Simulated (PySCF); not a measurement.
NH₃.
SMILES: `N`

Method: B3LYP/cc-pVDZ in PySCF (dipole) on a GFN2-xTB geometry, gas phase.

Take the most abundant isotopes and a rigid rotor. 

Problem. Give the principal moments of inertia and the rotational constants in cm⁻¹.

Solution. Ia = 1.68, Ib = 1.68, Ic = 2.69 u·Å²; 505379 MHz·u·Å²/I gives 300662, 300485 and 187609 MHz, that is A = 10.02902, B = 10.02308, C = 6.25797 cm⁻¹.

Problem. What kind of rotor is it?

Solution. An oblate symmetric top, as the point group C3v requires two equal moments; the computed ones differ by 0.06 % because the geometry is symmetric only within the optimiser's tolerance: κ = (2 × 300485 − 300662 − 187609)/(300662 − 187609) = 1.00.

Problem. What does the inertial defect say?

Solution. Not planar: Δ = Ic − Ia − Ib = -0.67 u·Å². For a rigid frame Δ = −2 Σ m c², so Σ m c² = 0.33 u·Å² lies off the ab plane: 0.28 from hydrogen and 0.06 from heavier atoms. The atom farthest from that plane is 0.30 Å away.

Problem. Give the other two planar moments, Paa and Pbb, and the rms extents of the mass along the axes.

Solution. Paa = Σ m a² = (Ib + Ic − Ia)/2 = 1.35 and Pbb = Σ m b² = (Ia + Ic − Ib)/2 = 1.35 u·Å². With the mass M = 17.03 u, the rms extents √(P/M) along a, b and c are 0.28, 0.28, 0.14 Å.

Problem. Where do the R-branch lines fall?

Solution. The dipole of 1.54 D lies along the symmetry axis, so ΔK = 0 and J+1 ← J falls at 2B(J+1) for every K: 601.15 GHz, 1202.29 GHz, 1803.44 GHz, 2404.59 GHz, 3005.73 GHz for J = 0 to 4. Inversion tunnelling, which a rigid rotor lacks, splits the real lines of ammonia.

Problem. Estimate the classical rotational partition function at 100 K and 500 K.

Solution. Point group C3v, symmetry number σ = 3; q = (√π/σ)·√((kT/h)³/(ABC)), k/h = 20836.6 MHz/K: 13.6 at 100 K, 153 at 500 K.

GFN2-xTB frequencies: not computed here. Zero-point vibration and centrifugal distortion are left out.
